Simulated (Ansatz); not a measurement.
## Si: Li interstitial

All numbers below come from DFT PBE, scalar-relativistic, plane waves, PAW in Ansatz. (420 eV cutoff, 2×2×2 k-mesh, Gaussian smearing of 0.01 eV, collinear spin in charge 0 alone)

Host crystal, relaxed:

```
CELL_PARAMETERS angstrom
0.00000 2.73505 2.73505
2.73505 0.00000 2.73505
2.73505 2.73505 0.00000
ATOMIC_POSITIONS crystal
Si 0.75000 0.75000 0.75000
Si 0.50000 0.50000 0.50000
```

Supercell of 16 atoms, rows in host cell vectors: 0 -2 2; 0 0 2; -2 0 2. Atoms relax at the host's cell from a start displaced at random by 0.06 Å near the defect, so other minima may exist. The cell is small, so energies carry finite-size errors of tenths of an eV. The host's Kohn–Sham gap is 0.61 eV. Atoms are taken from and returned to the elements' standard states. Charged cells are corrected for image charges with the computed static dielectric tensor (mean 13.0) and aligned with the host's potential at far atoms (alignment terms reach 0.21 eV; the program doubts the alignment in some charges, where it is up to 0.21 eV). No band-filling term is added, and the Fermi level counts from the host's valence band top.

Starting moments were lost in some runs.

Defect: Li interstitial set at (0.000, 0.000, 0.000) of the host cell. Before relaxation its nearest neighbours are 4 Si at 2.37 Å, 6 Si at 2.73 Å.

| charge | E_f at the valence band top (eV) | over the neutral state (eV) | moment (μB) | largest move (Å) | atoms near the site |
| --- | --- | --- | --- | --- | --- |
| +1 | -0.18 | -0.45 | 0.00 | 0.04 | 4 Si at 2.41 Å, 6 Si at 2.76 Å |
| 0 | 0.26 | 0.00 | 0.00 | 0.05 | 4 Si at 2.42 Å, 2 Si at 2.75 Å, 4 Si at 2.76 Å |

Among the charges computed the stable one is +1 at the valence band top, changing to 0 at 0.45 eV. In charge 0 the cell has partly filled bands: a level of the defect may be part filled, the carrier may sit in the host's bands, or levels may cross between the k points, so transitions that involve it are doubtful. Without the alignment that the program doubts, the level (+1/0) would lie at 0.65 eV, outside the gap, so these runs don't decide whether the defect changes charge there. Other sites of the defect weren't tried.

Cost: 3 runs of about 4.1 core-minutes in all, on Arm Neoverse V1 (shared hosts).